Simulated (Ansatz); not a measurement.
System: sulfane, H2S, net charge 0, singlet state. 
Structure (B3LYP-D3(BJ)/def2-TZVP (Ansatz, an electronic-structure program) minimum search):
```
S
H 1 1.3426
H 1 1.3426 2 92.55
```
Charge 0, spin multiplicity 1.

Property: vertical triplet-singlet gap (E(triplet) - E(singlet); each state is the SCF solution reached for its spin; for the triplet the Hartree-Fock reference is unstable and T1 is 0.015), in eV. Valence correlation only, unless marked. Open shells are spin-unrestricted. No spin-orbit coupling. No relativistic terms. CBS marks a two-point X^-3 extrapolation of the correlation energy; Hartree-Fock from the larger set.

| level | program | vertical triplet-singlet gap (eV) |
|---|---|---|
| PBE/def2-TZVPD | Ansatz | [?] |
| wB97X-V/def2-TZVPD | Ansatz | 5.74 |
| SCS-MP2/def2-QZVPPD | Ansatz | 5.85 |
| CCSD(T)/CBS(def2-TZVPPD,def2-QZVPPD) | Ansatz | 5.76 |

What belongs in the gaps?


- PBE/def2-TZVPD, vertical triplet-singlet gap (eV): 5.44
